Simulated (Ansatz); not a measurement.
# SiH₄ (triplet): RPA-PBE over vertical spin and charge gaps, cc-pVDZ

Aim: run SiH₄ (triplet) with these functionals over vertical spin and charge gaps, and hold them against the top wave-function level at the same points.

Computed with Ansatz 0.2.0, Gaussian basis. Level: cc-pVDZ, all electrons in the functionals, frozen cores in the correlation of double hybrids and RPA.

Plan: RPA-PBE, at charge 0, triplet; charge 0, singlet; charge 0, quintet; charge 1, doublet; charge 1, quartet.

6 further runs of the same task are left out: 1 that didn't finish, 5 set aside as unsound or not needed.

**1. The geometry**

The geometry is a PBE0/def2-TZVP stationary point (not a proven minimum).

5 atoms, charge 0, spin multiplicity 3.

Atoms are counted from 1 here; the program's logs count them from 0.

Bond lengths: Si1–H2 1.529 Å, Si1–H3 1.529 Å, Si1–H4 1.529 Å, Si1–H5 1.529 Å. Angles: H2–Si1–H3 90.0°, H2–Si1–H4 90.0°, H2–Si1–H5 180.0°, H3–Si1–H4 180.0°, H3–Si1–H5 90.0°, H4–Si1–H5 90.0°.

No dispersion term is added.

The geometry shown and the zero of energy belong to the point charge 0, triplet. The yardstick, FCI, and other wave-function levels (R restricted, U unrestricted, valence and pair active spaces) come from earlier runs.

**2. RPA-PBE, charge 0, triplet**

Input file in.yaml:

```yaml
crystal:
  periodic: [false, false, false]
  atoms:
    - {symbol: Si, position_ang: [0.000000, 0.000000, 0.000000]}
    - {symbol: H, position_ang: [-0.011525, 1.085107, 1.077576]}
    - {symbol: H, position_ang: [-0.016497, -1.077632, 1.084987]}
    - {symbol: H, position_ang: [0.016497, 1.077632, -1.084987]}
    - {symbol: H, position_ang: [0.011525, -1.085107, -1.077576]}
basis:
  gaussian: {orbitals: cc-pVDZ}
magnetization: {spin_polarized: true, initial_magnetization: 2}
hamiltonian: {xc: {name: PBE}}
correlation: {method: rpa, electrons: outside_noble_gas}
```

On the command line:

```
$ ansatz run in.yaml --threads 1 --pin off --events-out ev --progress --plain --max-ram 3328MiB --backend cpu
```

Log:

```text
Functional definition: PBE
  name "PBE"
  cite "Perdew, Burke & Ernzerhof, Phys. Rev. Lett. 77, 3865 (1996) doi:10.1103/PhysRevLett.77.3865"
  parent pbe
  parameter kappa = 0.804
  parameter beta = 0.06672455060314922
  exchange = pbe_x(kappa = kappa, mu = beta*pi^2/3)
  correlation = pbe_c(beta = beta)
353 factors; integrals over basis functions are off by at most 1.2e-3 eV
mean field evaluation 1: about -7932.9850 eV, gradient 6.9e0 eV
mean field evaluation 2: about -7932.9816 eV, gradient 6.9e0 eV
mean field evaluation 4: about -7933.4403 eV, gradient 9.0e-1 eV
mean field evaluation 8: about -7933.4456 eV, gradient 9.5e-4 eV
mean field -7933.44562293 eV, -291.5487491602 hartree, gradient 3.8e-6 eV, S^2 2.002241; 0 other end points of the search recorded, 0 dependent functions left out
5 core orbitals not correlated: weight in the atoms' cores, before any rotation towards them, 1.000 or more for the frozen orbitals, at most 0.000 for the correlated occupied ones
reference -7919.67012848 eV, -291.0425090764 hartree; 5, 3 occupied and 28, 30 virtual orbitals, 353 factors
Total energy: -7926.95324876 eV, -291.3101588102 hartree
```

Wall time 0.64 s (1 thread of AMD EPYC 7R13, shared host).

From the report: ⟨S²⟩ of the determinant 2.002 (pure triplet: 2.00).

**3. RPA-PBE, charge 0, singlet**

Edit in.yaml of step 2 so:

```diff
@@ -10,3 +10,2 @@
   gaussian: {orbitals: cc-pVDZ}
-magnetization: {spin_polarized: true, initial_magnetization: 2}
 hamiltonian: {xc: {name: PBE}}
```

The command is unchanged.

Log (excerpt; [...] marks lines left out):

```text
Functional definition: PBE
  name "PBE"
  cite "Perdew, Burke & Ernzerhof, Phys. Rev. Lett. 77, 3865 (1996) doi:10.1103/PhysRevLett.77.3865"
  parent pbe
[...]
353 factors; integrals over basis functions are off by at most 1.2e-3 eV
[...]
mean field -7933.66412677 eV, -291.5567790283 hartree, gradient 5.4e-7 eV, S^2 0.000000; 2 other end points of the search recorded, 0 dependent functions left out; unrestricted orbitals would lower it
[...]
5 core orbitals not correlated: weight in the atoms' cores, before any rotation towards them, 1.000 or more for the frozen orbitals, at most 0.000 for the correlated occupied ones
reference -7920.65869566 eV, -291.0788382502 hartree; 4, 4 occupied and 29, 29 virtual orbitals, 353 factors
Total energy: -7927.75507502 eV, -291.3396253817 hartree
```

Wall time 0.67 s (1 thread of AMD EPYC 7R13, shared host).

From charge 0, triplet: -0.802 eV.

**4. RPA-PBE, charge 0, quintet**

Edit in.yaml of step 3 so:

```diff
@@ -10,2 +10,3 @@
   gaussian: {orbitals: cc-pVDZ}
+magnetization: {spin_polarized: true, initial_magnetization: 4}
 hamiltonian: {xc: {name: PBE}}
```

Launched as before.

Log (excerpt; [...] marks lines left out):

```text
Functional definition: PBE
  name "PBE"
  cite "Perdew, Burke & Ernzerhof, Phys. Rev. Lett. 77, 3865 (1996) doi:10.1103/PhysRevLett.77.3865"
  parent pbe
[...]
353 factors; integrals over basis functions are off by at most 1.2e-3 eV
[...]
mean field -7926.14226243 eV, -291.2803556122 hartree, gradient 1.9e-6 eV, S^2 6.007625; 6 other end points of the search recorded, 0 dependent functions left out
5 core orbitals not correlated: weight in the atoms' cores, before any rotation towards them, 1.000 or more for the frozen orbitals, at most 0.000 for the correlated occupied ones
reference -7912.90608533 eV, -290.7939350754 hartree; 6, 2 occupied and 27, 31 virtual orbitals, 353 factors
Total energy: -7919.73609420 eV, -291.0449332720 hartree
```

Wall time 2.1 s (1 thread of AMD EPYC 7R13, shared host).

From the report: ⟨S²⟩ of the determinant 6.008 (pure quintet: 6.00).

From charge 0, triplet: +7.217 eV.

**5. RPA-PBE, charge 1, doublet**

Edit in.yaml of step 4 so:

```diff
@@ -10,3 +10,4 @@
   gaussian: {orbitals: cc-pVDZ}
-magnetization: {spin_polarized: true, initial_magnetization: 4}
+total_charge: 1
+magnetization: {spin_polarized: true, initial_magnetization: 1}
 hamiltonian: {xc: {name: PBE}}
```

Launched as before.

Log (excerpt; [...] marks lines left out):

```text
Functional definition: PBE
  name "PBE"
  cite "Perdew, Burke & Ernzerhof, Phys. Rev. Lett. 77, 3865 (1996) doi:10.1103/PhysRevLett.77.3865"
  parent pbe
[...]
353 factors; integrals over basis functions are off by at most 1.2e-3 eV
[...]
mean field -7925.37193812 eV, -291.2520467160 hartree, gradient 2.3e-7 eV, S^2 0.756027; 1 other end points of the search recorded, 0 dependent functions left out
5 core orbitals not correlated: weight in the atoms' cores, before any rotation towards them, 1.000 or more for the frozen orbitals, at most 0.000 for the correlated occupied ones
reference -7912.52867264 eV, -290.7800654148 hartree; 4, 3 occupied and 29, 30 virtual orbitals, 353 factors
Total energy: -7919.01612451 eV, -291.0184748740 hartree
```

Wall time 0.82 s (1 thread of AMD EPYC 7R13, shared host).

From the report: ⟨S²⟩ of the determinant 0.756 (pure doublet: 0.75).

From charge 0, triplet: +7.937 eV.

**6. RPA-PBE, charge 1, quartet**

Edit in.yaml of step 5 so:

```diff
@@ -11,3 +11,3 @@
 total_charge: 1
-magnetization: {spin_polarized: true, initial_magnetization: 1}
+magnetization: {spin_polarized: true, initial_magnetization: 3}
 hamiltonian: {xc: {name: PBE}}
```

Launched as before.

Log (excerpt; [...] marks lines left out):

```text
Functional definition: PBE
  name "PBE"
  cite "Perdew, Burke & Ernzerhof, Phys. Rev. Lett. 77, 3865 (1996) doi:10.1103/PhysRevLett.77.3865"
  parent pbe
[...]
353 factors; integrals over basis functions are off by at most 1.2e-3 eV
[...]
mean field -7920.99288821 eV, -291.0911196000 hartree, gradient 3.6e-6 eV, S^2 3.755726; 6 other end points of the search recorded, 0 dependent functions left out
5 core orbitals not correlated: weight in the atoms' cores, before any rotation towards them, 1.000 or more for the frozen orbitals, at most 0.000 for the correlated occupied ones
reference -7908.15435360 eV, -290.6193121554 hartree; 5, 2 occupied and 28, 31 virtual orbitals, 353 factors
Total energy: -7914.72879544 eV, -290.8609184367 hartree
```

Wall time 2.9 s (1 thread of AMD EPYC 7R13, shared host).

From the report: ⟨S²⟩ of the determinant 3.756 (pure quartet: 3.75).

From charge 0, triplet: +12.224 eV.

**7. The comparison**

The yardstick is full CI for this spin, exact in this basis with these frozen cores. It comes from earlier runs at the same points. Energies in eV, counted from charge 0, triplet; blanks weren't run or aren't comparable.

| level | triplet to singlet | triplet to quintet | ionisation to the doublet cation | ionisation to the quartet cation |
| --- | --- | --- | --- | --- |
| FCI | -0.841 |  | 7.776 | 12.261 |
| RPA-PBE | -0.802 | 7.217 | 7.937 | 12.224 |

Largest miss and mean time a point (FCI took 34 s a point; shared hosts):

| level | largest miss (eV) | where | time a point |
| --- | --- | --- | --- |
| RPA-PBE | +0.161 | ionisation to the doublet cation | 1.4 s |

**8. Results**

| quantity | value |
| --- | --- |
| triplet to singlet, FCI | -0.841 eV |
| ionisation to the doublet cation, FCI | 7.776 eV |
| ionisation to the quartet cation, FCI | 12.261 eV |
| largest miss, RPA-PBE | +0.161 eV (ionisation to the doublet cation) |

**Reading.** Misses are known at 3 of 4 points at best, and only functionals with that many are ranked. RPA-PBE strays by up to 0.161 eV, at ionisation to the doublet cation. Functionals and the yardstick converge differently with the basis, so part of each miss in cc-pVDZ is the basis.
